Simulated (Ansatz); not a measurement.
Relaxation of C2HO (4 atoms, charge -1, multiplicity 1), to a largest force component of 0.02 eV/Å in at most 50 steps.

Level of theory: Ansatz 0.2.0, UKS PBE-D4/6-31G.

```xyz
4
Properties=species:S:1:pos:R:3:forces:R:3
C -0.558 -1.043 0.094 -0.99 -4.19 0.87
C 0.246 -0.023 0.103 2.52 1.71 0.48
O -0.866 0.557 -0.509 -1.76 2.72 -1.51
H 1.178 0.508 0.311 0.24 -0.24 0.17
```

Problem. Where does it end, and by what steps?

Solution. The forces met the threshold. Limits of this set-up: no polarisation functions, an anion without diffuse functions, the dipole of an ion depends on the origin. After 23 steps the energy has fallen by 3.556 eV; H4 moved furthest, 1.28 Å. Parted: C1–O3, C2–H4. Joined: C1–H4.

```
step  energy less start (eV)  largest force component (eV/Å)  accepted
   0                  0.0000                           4.189       yes
   1                 -0.2480                           1.871       yes
   2                 -0.4208                           1.600       yes
   3                 -0.5329                           0.582       yes
   4                 -0.5951                           0.306       yes
   5                 -0.5993                           0.140       yes
   6                 -0.6016                           0.100       yes
   7                 -0.6020                           0.088       yes
   8                 -0.6042                           0.166       yes
   9                 -0.6044                           0.549       yes
  10                 -0.6203                           0.260       yes
  11                 -0.6561                           0.700       yes
  12                 -0.7656                           2.369       yes
  13                 -1.1201                           3.541       yes
  14                 -1.7488                           2.180       yes
  15                 -2.2268                           2.896       yes
  16                 -2.7226                           2.119       yes
  17                 -3.0957                           1.636       yes
  18                 -3.4171                           2.125       yes
  19                 -3.4808                           2.320       yes
  20                 -3.5506                           0.448       yes
  21                 -3.5551                           0.207       yes
  22                 -3.5563                           0.033       yes
  23                 -3.5563                           0.004       yes
```

```xyz
4
Properties=species:S:1:pos:R:3
C 0.368 -0.551 0.327
C -0.416 0.269 -0.245
O -1.311 0.966 -0.814
H 1.359 -0.684 0.732
```

Time of the run: 93 s on 1 CPU thread of a shared host.
